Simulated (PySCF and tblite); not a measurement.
Results of a calculation; reference values are marked as such.
C3H5F, numbered as in [CH2:1]=[CH:2][CH2:3][F:4].

Free energies: PBE0-D3(BJ)/def2-TZVP on PBE0-D3(BJ)/def2-SVP structures plus GFN2-xTB thermal terms, symmetry and mirror images included. Conformers within 4 kcal/mol (GFN2-xTB free energy) were kept, 5 at most. GIAO shieldings: PBE0/pcSseg-1. Shifts are against TMS (¹H), TMS (¹³C), CFCl3 (¹⁹F) at the same level; of two unlike H on one atom, a is the less shielded. Run with PySCF (density fitting) and tblite.

(1) List the conformer-averaged shifts at 298.15 K.

(2) How do the conformers differ?

(3) Which signal moves most, for its nucleus, between 180 and 400 K through the change of populations alone?

Unscaled ¹⁹F shifts at such levels can be off by tens of ppm; differences between conformers or isomers are more reliable. Shifts are unscaled: against experiment ¹³C can be off by 15 ppm or more and ¹H by 0.8 ppm.

Results:

(1) ¹H: 6.14 (H2, 1H), 5.68 (H1a, 1H), 5.49 (H1b, 1H), 4.91 (H3, 2H) ppm. ¹³C: 143.7 (C2), 122.6 (C1), 84.9 (C3) ppm. ¹⁹F: -244.8 (F4) ppm.

(2) Torsions listed: C1–C2–C3–F4. Of a mirror pair one member is shown.
```tsv
conformer	shape	weight %
1	-132°	50.2
2	0°	49.8
```

```csv
signal,1,2,average
H1a,5.50,5.86,5.68
H1b,5.44,5.54,5.49
H2,6.38,5.91,6.14
H3,4.86,4.97,4.91
C1,124.8,120.4,122.6
C2,145.0,142.3,143.7
C3,86.0,83.7,84.9
F4,-235.0,-254.7,-244.8
```

(3) F4: -246.8 ppm at 180 K, -245.7 ppm at 230 K, -244.8 ppm at 298.15 K, -244.6 ppm at 330 K, -244.2 ppm at 400 K.
